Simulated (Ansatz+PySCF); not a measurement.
Values are calculated unless marked as measured or tabulated.
## PySCF 2.14.0 run

```python
from pyscf import gto, scf, cc

mol = gto.M(atom="""
F 0.000000 0.000000 0.000000
H 0.875540 0.000000 0.505490
H -1.597410 0.000000 0.922270
""", basis='6-31g', charge=0, spin=3)
mf = scf.UHF(mol)
mf.kernel()
mycc = cc.CCSD(mf, frozen=1).run()
et = mycc.ccsd_t()
print(mf.e_tot, mycc.e_corr, et, mycc.e_tot + et)
```

The script is written out from the run's settings.

Output:

| Item | Value |
| --- | --- |
| Converged | yes |
| Reference energy | -100.17669 hartree |
| CCSD correlation energy | -0.08953 hartree |
| Triples correction | -0.00064 hartree |
| Total energy | -100.26686 hartree |
| Spin squared of the determinant | 3.753 |
